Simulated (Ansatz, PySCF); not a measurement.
Gas-phase enthalpy of formation at 298 K, by the atomisation route, of P (PH3) (SMILES; PH3, phosphane). Geometries: B3LYP-D3(BJ)/def2-TZVP minima from Ansatz (a quantum-chemistry and plane-wave program). Valence correlation only, unless marked. Open shells are spin-unrestricted. No spin-orbit coupling. No relativistic terms. CBS marks a two-point X^-3 extrapolation of the correlation energy; Hartree-Fock from the larger set. Thermal terms are rigid-rotor harmonic-oscillator values from B3LYP-D3(BJ) frequencies (PySCF) at 298.15 K and 1 atm. 1 Eh = 627.5095 kcal/mol.

| species | count | E, CCSD(T)/CBS(aug-cc-pV(T+d)Z,aug-cc-pV(Q+d)Z) (Ansatz) (Eh) | E, PBE/def2-TZVPD (Ansatz) (Eh) | measured ΔHf at 0 K (kcal/mol) | H(298) - H(0) of the element (kcal/mol) |
|---|---|---|---|---|---|
| P (PH3) | 1 | -342.71705 | -342.98335 | - | - |
| H atom | 3 | -0.49995 | -0.49962 | 51.63 | 1.01 |
| P atom | 1 | -340.83125 | -341.10318 | 75.42 | 1.28 |

Molecule: zero-point energy 14.99, H(298) - H(0) 2.42 kcal/mol. The route leaves out scalar relativity and anharmonic zero-point terms, and in the frozen-core level the core correlation. Atomic data: G2/97 table in ASE.

Work out De, D0 and ΔHf at 0 and 298 K at both levels, and their errors against the measured value.


The atoms' values sum to 230.31 (0 K) and 4.31 (thermal), in kcal/mol.
- CCSD(T)/CBS(aug-cc-pV(T+d)Z,aug-cc-pV(Q+d)Z): De = 242.19; D0 = 242.19 - 14.99 = 227.20; ΔHf(0 K) = 230.31 - 227.20 = 3.11; ΔHf(298 K) = 3.11 + 2.42 - 4.31 = 1.22; error -0.1.
- PBE/def2-TZVPD: De = 239.28; D0 = 239.28 - 14.99 = 224.29; ΔHf(0 K) = 230.31 - 224.29 = 6.02; ΔHf(298 K) = 6.02 + 2.42 - 4.31 = 4.13; error +2.8.
Measured: 1.3 kcal/mol (G2/97 table in ASE (Curtiss et al.)). This is an older compilation, not checked against later work.
